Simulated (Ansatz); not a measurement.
# BNH2F (SMILES N[B]F): levels of theory compared

We compute a comparison of 6 runs (U-r2SCAN/STO-3G, U-wB97X/STO-3G, UHSE06/STO-3G, UBCCD(T)/STO-3G, UCCSDT(Q)/STO-3G, UCCSD(T)/STO-3G) of BNH2F. 

The results are computed with Ansatz 0.2.0.

78 further runs of the same task are left out: 78 set aside as unsound or not needed.

## Step 1: The structure to begin with

The species is BNH2F (5 atoms), meant as a doublet with charge 0. SMILES: `N[B]F`. The H4–N1 distance was set to 2.509 Å, away from the relaxed value. At this shape a bond of the SMILES string is far longer than usual.

Bond lengths: N1–B2 1.384 Å, B2–F3 1.324 Å, N1–H5 1.010 Å. Angles: N1–B2–F3 122.6°, B2–N1–H5 122.8°.

## Step 2: A single-point energy at U-r2SCAN/STO-3G (run 1)

File input.yaml:

```yaml
crystal:
  periodic: [false, false, false]
  atoms:
    - symbol: "N"
      position_ang: [0.741423, 0.228499, 0.772273]
    - symbol: B
      position_ang: [1.313423, -0.960801, 1.189873]
    - symbol: F
      position_ang: [2.243123, -1.013201, 2.131173]
    - symbol: H
      position_ang: [-1.019600, 0.322000, -1.012000]
    - symbol: H
      position_ang: [0.998123, 1.125599, 1.159473]
basis:
  gaussian:
    orbitals: STO-3G
magnetization:
  spin_polarized: true
  initial_magnetization: 1
accuracy: high
hamiltonian:
  xc: r2scan
```

Run with:

```sh
$ ansatz run input.yaml --threads 1 --pin off --max-ram 2610MiB --events-out events.jsonl --progress --plain --runs-dir runs
```

The program printed:

```text
Warning: RAYON_NUM_THREADS=1 ignored (pool sized by the plan → 1); use --threads N
Functional definition: r2SCAN
  name "r2SCAN"
  parameter k0 = 0.174
  parameter k1 = 0.065
  parameter a1 = 4.9479
  exchange = r2scan_x(k0 = k0, k1 = k1, a1 = a1)
  correlation = r2scan_c
293 factors; integrals over basis functions are off by at most 4.6e-8 eV
mean field evaluation 1: about -4835.9107 eV, gradient 2.4e1 eV
mean field evaluation 2: about -4766.6074 eV, gradient 8.8e1 eV
mean field evaluation 4: about -4840.3550 eV, gradient 8.4e0 eV
mean field evaluation 8: about -4840.7906 eV, gradient 3.0e-1 eV
mean field evaluation 16: about -4840.7755 eV, gradient 1.8e-3 eV
mean field evaluation 32: about -4840.6352 eV, gradient 1.3e0 eV
mean field -4840.77550008 eV, -177.8952184326 hartree, gradient 7.3e-8 eV, S^2 0.979736; 6 other end points of the search recorded, 0 dependent functions left out
reference -4840.77550102 eV, -177.8952184669 hartree; 12, 11 occupied and 5, 6 virtual orbitals, 293 factors
Total energy: -4840.77550102 eV, -177.8952184669 hartree
```

Wall time 5.7 s (1 thread of Arm Neoverse V2, shared host); peak memory 0.21 GiB.

## Step 3: A single-point energy at U-wB97X/STO-3G (run 2)

File job.yaml:

```yaml
crystal:
  periodic: [false, false, false]
  atoms:
    - {symbol: "N", position_ang: [0.741423, 0.228499, 0.772273]}
    - {symbol: B, position_ang: [1.313423, -0.960801, 1.189873]}
    - {symbol: F, position_ang: [2.243123, -1.013201, 2.131173]}
    - {symbol: H, position_ang: [-1.019600, 0.322000, -1.012000]}
    - {symbol: H, position_ang: [0.998123, 1.125599, 1.159473]}
basis:
  gaussian:
    orbitals: STO-3G
magnetization:
  spin_polarized: true
  initial_magnetization: 1
hamiltonian:
  xc: {name: wB97X}
accuracy: high
```

Run with:

```sh
$ ansatz run job.yaml --threads 1 --pin off --max-ram 2610MiB --events-out events.jsonl --progress --plain --runs-dir runs
```

The program printed, cut to the lines that bear on the results:

```text
Warning: RAYON_NUM_THREADS=1 ignored (pool sized by the plan → 1); use --threads N
Functional definition: wB97X
  name "wB97X"
[...]
      + exact_x_lr(omega)
[...]
      + integral(e_c_pw_opposite_spin*poly(b97_u_opposite, 1, cos1, cos2, cos3, cos4))
293 factors; integrals over basis functions are off by at most 4.6e-8 eV
144 factors; integrals over basis functions are off by at most 8.6e-10 eV
[...]
mean field -4841.39118076 eV, -177.9178442802 hartree, gradient 3.1e-8 eV, S^2 0.875600; 4 other end points of the search recorded, 0 dependent functions left out
reference -4841.39117981 eV, -177.9178442453 hartree; 12, 11 occupied and 5, 6 virtual orbitals, 293 factors
Total energy: -4841.39117981 eV, -177.9178442453 hartree
```

It took 9.6 s on 1 thread of Arm Neoverse V2, shared host; peak memory 0.36 GiB.

## Step 4: A single-point energy at UHSE06/STO-3G (run 3)

File input.yaml:

```yaml
crystal:
  periodic: [false, false, false]
  atoms:
    - {symbol: N, position_ang: [0.741423, 0.228499, 0.772273]}
    - {symbol: B, position_ang: [1.313423, -0.960801, 1.189873]}
    - {symbol: F, position_ang: [2.243123, -1.013201, 2.131173]}
    - {symbol: H, position_ang: [-1.019600, 0.322000, -1.012000]}
    - {symbol: H, position_ang: [0.998123, 1.125599, 1.159473]}
basis:
  gaussian:
    orbitals: STO-3G
magnetization:
  spin_polarized: true
  initial_magnetization: 1
hamiltonian:
  xc: hse06
accuracy: high
```

Run with:

```sh
$ ansatz run input.yaml --threads 1 --pin off --max-ram 2610MiB --events-out events.jsonl --progress --plain --runs-dir runs
```

The program printed:

```text
Warning: RAYON_NUM_THREADS=1 ignored (pool sized by the plan → 1); use --threads N
Functional definition: HSE06
  name "HSE06"
  parameter a = 0.25
  parameter omega = 0.11/bohr
  exchange = pbe_x - a*pbe_x_sr(omega) + a*exact_x_sr(omega)
  correlation = pbe_c
293 factors; integrals over basis functions are off by at most 4.6e-8 eV
52 factors; integrals over basis functions are off by at most 6.5e-10 eV
mean field evaluation 1: about -4832.7363 eV, gradient 2.4e1 eV
mean field evaluation 2: about -4771.0889 eV, gradient 8.8e1 eV
mean field evaluation 4: about -4837.4020 eV, gradient 3.4e0 eV
mean field evaluation 8: about -4837.4467 eV, gradient 1.2e-1 eV
mean field evaluation 16: about -4837.4812 eV, gradient 1.7e-1 eV
mean field evaluation 32: about -4837.2982 eV, gradient 3.1e0 eV
mean field -4837.48154182 eV, -177.7741676991 hartree, gradient 6.2e-9 eV, S^2 0.952180; 4 other end points of the search recorded, 0 dependent functions left out
reference -4837.48154385 eV, -177.7741677738 hartree; 12, 11 occupied and 5, 6 virtual orbitals, 293 factors
Total energy: -4837.48154385 eV, -177.7741677738 hartree
```

Run time: 2.7 s. Hardware: 1 thread of Arm Neoverse V2, shared host; peak memory 0.12 GiB.

Runs 4 to 5 aren't shown in full; the table further down has their settings and results.

## Step 5: A single-point energy at UCCSD(T)/STO-3G (run 6)

File molecule.yaml:

```yaml
crystal:
  periodic: [false, false, false]
  atoms:
    - symbol: "N"
      position_ang: [0.741423, 0.228499, 0.772273]
    - symbol: B
      position_ang: [1.313423, -0.960801, 1.189873]
    - symbol: F
      position_ang: [2.243123, -1.013201, 2.131173]
    - symbol: H
      position_ang: [-1.019600, 0.322000, -1.012000]
    - symbol: H
      position_ang: [0.998123, 1.125599, 1.159473]
basis:
  gaussian: {orbitals: STO-3G}
accuracy: high
magnetization: {spin_polarized: true, initial_magnetization: 1}
scf: {omitted_lower_state_checks: [cluster_reference, increment]}
correlation: {method: ccsd_t, frozen_orbitals: {B: 1, F: 1, H: 0, "N": 1}}
```

Run with:

```sh
$ ansatz run molecule.yaml --threads 1 --pin off --max-ram 2610MiB --events-out events.jsonl --progress --plain --runs-dir runs
```

The program printed:

```text
Warning: RAYON_NUM_THREADS=1 ignored (pool sized by the plan → 1); use --threads N
[... 20 lines left out ...]
3 core orbitals not correlated: weight in the atoms' cores, before any rotation towards them, 1.000 or more for the frozen orbitals, at most 0.000 for the correlated occupied ones
[... 56 lines left out ...]
Total energy: -4823.74803593 eV, -177.2694706667 hartree
Checks for a lower state left out: cluster_reference, increment
```

Run time: 0.69 s. Hardware: 1 thread of Arm Neoverse V2, shared host.

## Step 6: All runs side by side

```tsv
run	level	frozen core orbitals	energy (Eh)	⟨S²⟩	wall time
1	U-r2SCAN/STO-3G	–	-177.895218	0.980	5.7 s
2	U-wB97X/STO-3G	–	-177.917844	0.876	9.6 s
3	UHSE06/STO-3G	–	-177.774168	0.952	2.7 s
4	UBCCD(T)/STO-3G	3	-177.270284	1.710	0.85 s
5	UCCSDT(Q)/STO-3G	3	-177.279320	1.710	2.5 s
6	UCCSD(T)/STO-3G	3	-177.269471	1.710	0.69 s
```

## Step 7: Outcome

| quantity | value |
| --- | --- |
| run 6: total energy | -177.26947 Eh |
| run 6: correlation energy (3 core orbitals frozen) | -136.7 mEh |
| run 6: (T) correction | -9.50 mEh |
| run 6: ⟨S²⟩ of the reference determinant | 1.710 |
| run 6: T1 diagnostic | 0.145 |

In words: Totals of different functionals can't be ranked against each other. In runs 1, 2, 3, 4, 5, 6 the basis is minimal, so the values are rough. Spin contamination of the reference: run 4 ⟨S²⟩ = 1.71, run 5 ⟨S²⟩ = 1.71, run 6 ⟨S²⟩ = 1.71, run 1 ⟨S²⟩ = 0.98, run 3 ⟨S²⟩ = 0.95, run 2 ⟨S²⟩ = 0.88. Where it is this large, the reference is a mixture of spin states, and values that rest on it are in doubt. All runs together took 22 s, the longest 9.6 s.
